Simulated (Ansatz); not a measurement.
Na2, SMILES [Na][Na].

Geometry: PBE-D3(BJ)/def2-TZVPD.

Two levels are set side by side: PBE/def2-TZVPD (Ansatz, an electronic-structure program) and ωB97X-V/def2-TZVPD (Ansatz). Energy differences of separate SCF runs at the same geometry; the states with an electron removed or added have multiplicity 2 and 2. Differences are taken from unrounded values.

```json
[
 {"quantity": "vertical ionisation energy (eV)", "ωB97X-V": "4.93", "PBE": "5.16", "PBE minus ωB97X-V": "0.23"},
 {"quantity": "vertical singlet–triplet gap (eV)", "ωB97X-V": "1.07", "PBE": "1.01", "PBE minus ωB97X-V": "-0.06"}
]
```
